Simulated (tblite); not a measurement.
Compound: C3H3P3.
SMILES with atom numbers: `[cH:1]1[p:2][cH:3][p:4][cH:5][p:6]1` (hydrogens: H7 on C1; H8 on C3; H9 on C5)

A start from a force field or distance geometry was refined with tblite, GFN2-xTB geometry optimisation, gas phase. Values at the start:

| coordinate | start |
| --- | --- |
| C1–P2 | 1.731 Å |
| C1–H7 | 1.078 Å |
| C5–H9 | 1.108 Å |
| C1–P2–C3 | 121.8° |
| P2–C1–P6 | 121.8° |

Q: How do these coordinates change at the GFN2-xTB level?

A: 
```csv
coordinate,GFN2-xTB (Å or °),change
C5–H9,1.088,-0.020
C1–H7,1.088,+0.010
C1–P2,1.729,-0.002
C1–P2–C3,105.5,-16.3
P2–C1–P6,134.5,+12.7
```

The energy falls by 107.9 kJ/mol over 10 L-BFGS steps, the largest force on an atom goes from 3.49 to 0.007 eV/Å, and the atoms move by 0.134 Å rms after alignment. The bond that changes most is C5–H9 (aromatic CH carbon to aromatic hydrogen), which shortens by 0.020 Å. Bonds longer at the end by more than 0.005 Å: 3 of 9; shorter: 3. Rotational constants go from 2563, 2376, 1233 to 2363, 2363, 1181 MHz.

Time: under 0.1 s of wall time. Hardware: one thread of an Intel Xeon Platinum 8488C, shared host.

Its GFN2-xTB frequencies are all real (lowest 142 cm⁻¹).

The numbers are calculated, not measured.
